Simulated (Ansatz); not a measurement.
# CCSD/3-21G run of [NH4]+ (ammonium)

Aim: the vertical ionisation energy of [NH4]+ (ammonium) at CCSD/3-21G, from 2 runs. 

The results are computed with Ansatz 0.2.0.

2 further runs of the same task are left out: 1 that didn't finish, 1 set aside as unsound or not needed.

### 1 The molecule

The species is [NH4]+ (5 atoms), meant as a singlet with charge +1. As SMILES, `[NH4+]`. The shape is that of a GFN2-xTB optimisation.

Bond lengths: N1–H2 1.030 Å, N1–H3 1.029 Å, N1–H4 1.030 Å, N1–H5 1.030 Å. Angles: H2–N1–H3 109.5°, H2–N1–H4 109.4°, H2–N1–H5 109.5°, H3–N1–H4 109.5°, H3–N1–H5 109.4°, H4–N1–H5 109.5°.

### 2 A single-point energy at CCSD/3-21G

File input.yaml:

```yaml
crystal:
  periodic: [false, false, false]
  atoms:
    - {symbol: N, position_ang: [0.000080, 0.000050, -0.000010]}
    - {symbol: H, position_ang: [0.455870, -0.450720, 0.805650]}
    - {symbol: H, position_ang: [-0.977900, 0.217540, 0.236550]}
    - {symbol: H, position_ang: [0.024080, -0.637350, -0.808220]}
    - {symbol: H, position_ang: [0.497880, 0.870480, -0.233970]}
basis:
  gaussian:
    orbitals: 3-21G.json
correlation:
  method: ccsd
  frozen_orbitals: {H: 0, "N": 1}
accuracy: high
total_charge: 1
scf:
  omitted_lower_state_checks: [cluster_reference, increment]
```

The basis set 3-21G is read from a file made from the Basis Set Exchange's data (not shown).

Run with:

```console
ansatz run input.yaml --threads 1 --pin off --max-ram 2610MiB --events-out events.jsonl --progress --plain --runs-dir runs
```

Output, shortened:

```text
Warning: RAYON_NUM_THREADS=1 ignored (pool sized by the plan → 1); use --threads N
Functional definition: HF
  name "HF"
[...]
338 factors; integrals over basis functions are off by at most 1.8e-8 eV
[...]
mean field -1530.19522435 eV, -56.2336372911 hartree, gradient 2.8e-8 eV, S^2 0.000000; 0 other end points of the search recorded, 0 dependent functions left out
1 core orbitals not correlated: weight in the atoms' cores, before any rotation towards them, 1.000 or more for the frozen orbitals, at most 0.000 for the correlated occupied ones
reference -1530.19522435 eV, -56.2336372911 hartree; 4, 4 occupied and 12, 12 virtual orbitals, 338 factors
second order -3.20986579 eV of doubles, -0.00000000 eV of singles
cycle   1  -3.45054413 eV  change   -2.4e-1 eV  update   3.8e-2
[...]
cycle  15  -3.61003001 eV  change   7.7e-10 eV  update  5.9e-10
Total energy: -1533.80525435 eV, -56.3663034469 hartree
Checks for a lower state left out: cluster_reference, increment
```

It took 0.08 s on 1 thread of Intel Xeon 6975P-C (Granite Rapids), shared host.

### 3 Doublet [NH4]2+

File molecule.yaml:

```yaml
crystal:
  periodic: [false, false, false]
  atoms:
    - {symbol: N, position_ang: [0.000080, 0.000050, -0.000010]}
    - {symbol: H, position_ang: [0.455870, -0.450720, 0.805650]}
    - {symbol: H, position_ang: [-0.977900, 0.217540, 0.236550]}
    - {symbol: H, position_ang: [0.024080, -0.637350, -0.808220]}
    - {symbol: H, position_ang: [0.497880, 0.870480, -0.233970]}
basis:
  gaussian: {orbitals: 3-21G.json}
scf: {omitted_lower_state_checks: [cluster_reference, increment]}
accuracy: high
total_charge: 2
magnetization: {spin_polarized: true, initial_magnetization: 1}
correlation: {method: ccsd, frozen_orbitals: {H: 0, "N": 1}}
```

The basis set 3-21G is read from a file made from the Basis Set Exchange's data (not shown).

Run with:

```console
ansatz run molecule.yaml --threads 1 --pin off --max-ram 2610MiB --events-out events.jsonl --progress --plain --runs-dir runs
```

Output, shortened:

```text
Warning: RAYON_NUM_THREADS=1 ignored (pool sized by the plan → 1); use --threads N
Functional definition: HF
  name "HF"
[...]
338 factors; integrals over basis functions are off by at most 1.8e-8 eV
[...]
mean field -1504.58691110 eV, -55.2925491375 hartree, gradient 9.3e-9 eV, S^2 0.753363; 8 other end points of the search recorded, 0 dependent functions left out
1 core orbitals not correlated: weight in the atoms' cores, before any rotation towards them, 1.000 or more for the frozen orbitals, at most 0.000 for the correlated occupied ones
reference -1504.58691110 eV, -55.2925491375 hartree; 4, 3 occupied and 12, 13 virtual orbitals, 338 factors
second order -2.40361971 eV of doubles, -0.00000000 eV of singles
cycle   1  -2.66924145 eV  change   -2.7e-1 eV  update   3.3e-2
[...]
cycle  31  -2.79106052 eV  change  -1.2e-10 eV  update  4.5e-10
Total energy: -1507.37797163 eV, -55.3951187199 hartree
Checks for a lower state left out: cluster_reference, increment
```

It took 0.2 s on 1 thread of Intel Xeon 6975P-C (Granite Rapids), shared host.

### 4 Summary of results

Level: CCSD/3-21G, 1 core orbital frozen.

```
                                                   quantity         value
                               singlet [NH4]+: total energy  -56.36630 Eh
 singlet [NH4]+: correlation energy (1 core orbital frozen)    -132.7 mEh
                              singlet [NH4]+: T1 diagnostic         0.007
                              doublet [NH4]2+: total energy  -55.39512 Eh
doublet [NH4]2+: correlation energy (1 core orbital frozen)    -102.6 mEh
         doublet [NH4]2+: ⟨S²⟩ of the reference determinant         0.753
                             doublet [NH4]2+: T1 diagnostic         0.024
       vertical ionisation energy (to the doublet dication)     26.427 eV
```

**Reading.** The vertical ionisation energy comes to 26.43 eV (609 kcal/mol).
